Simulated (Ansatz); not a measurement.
**CH2B (doublet): the correlation ladder, def2-TZVPP**

An exercise on one series of results from a longer session: the logs are not shown, and one member is left open.

Method: def2-TZVPP, core rule «outside noble gas», up to 2 orbitals frozen; program: Ansatz 0.2.0, Gaussian basis.

The runs, in order: UHF; ROHF; CCSD(T) on UHF.

2 further runs of the same task are left out: 2 set aside as unsound or not needed.

### The geometry

The geometry is a PBE0/def2-TZVP stationary point (not a proven minimum).

4 atoms, charge 0, spin multiplicity 2.

Atoms are counted from 1 here; the program's logs count them from 0.

Bond lengths: B1–C2 1.350 Å, B1–H3 1.172 Å, C2–H4 1.070 Å. Angles: C2–B1–H3 180.0°, B1–C2–H4 180.0°.

Coordinates:

```
B     0.0000    0.0000    0.6493
C     0.0000    0.0000   -0.7007
H     0.0000    0.0000    1.8218
H     0.0000    0.0000   -1.7703
```

The first run:

The input, in.yaml:

```yaml
crystal:
  periodic: [false, false, false]
  atoms:
    - {symbol: B, position_ang: [0.000000, 0.000000, 0.649311]}
    - {symbol: C, position_ang: [0.000000, 0.000000, -0.700735]}
    - {symbol: H, position_ang: [0.000000, 0.000000, 1.821771]}
    - {symbol: H, position_ang: [0.000000, 0.000000, -1.770347]}
basis:
  gaussian: {orbitals: def2-TZVPP}
magnetization: {spin_polarized: true, initial_magnetization: 1}
hamiltonian: {xc: hf}
output: {orbitals: {seedname: orbitals}}
```

Command:

```sh
$ ansatz run in.yaml --threads 1 --pin off --events-out ev --progress --plain --max-ram 3968MiB --backend cpu
```

Among the steps run: UHF; ROHF; CCSD(T) on UHF.

One of the session's tables, all rows but one given; the rest of the session is left out.

It belongs to the step «Misses and costs». 

```
  method  from UCCSD(T) (kJ/mol)
    ROHF                  +684.3
     UHF                  +675.6
    UMP2                       ?
   UCCSD                   +27.5
UCCSD(T)                       0
```

**Question.** Estimate the row for UMP2.

**Answer.** from UCCSD(T) (kJ/mol): +94.5. In the column «from UCCSD(T) (kJ/mol)» it lies between UCCSD (+27.5) and UHF (+675.6).

With the free atoms at the same levels and basis (separate runs), the atomisation energy is 13.628 eV at UCCSD(T), 10.972 eV at ROHF.
